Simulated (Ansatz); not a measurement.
Born–Oppenheimer molecular dynamics of CClSi (3 atoms, charge -1, multiplicity 1). It starts from a relaxed structure.

Theory: UKS PBE-D4/def2-SVP in Ansatz.

```yaml
ensemble: NVE (velocity Verlet)
time_step: 1 fs
steps_asked: 100
starting_velocities_drawn_for: 300 K
seed: 56677
```

First frame:

```xyz
3
Properties=species:S:1:pos:R:3
C 1.401 0.889 0.867
Si 0.128 0.082 0.079
Cl -1.529 -0.971 -0.946
```

(1) How far do the bonds stretch over the last three quarters of this one trajectory? (Pairs bonded in most of those frames.)

Results:

(1) 
```csv
bond,mean (Å),spread (Å),shortest,longest
C1–Si2,1.708,0.011,1.69,1.73
Si2–Cl3,2.217,0.009,2.20,2.23
```

Mean temperature of the second half: 143 K. The conserved energy stayed within 0.011 meV per atom of its start (net change 0.0023 meV per atom), so the integration is sound. The temperature averaged 0.48 of the 300 K drawn at the start: a run that starts near a minimum puts about half its kinetic energy into the potential. A run of 0.1 ps of so small a system gives no equilibrium averages. Limits of this set-up: an anion without diffuse functions, the dipole of an ion depends on the origin.

Run time: 3.6 min on 1 thread of Arm Neoverse V1 (shared host), peak memory 0.11 GiB.
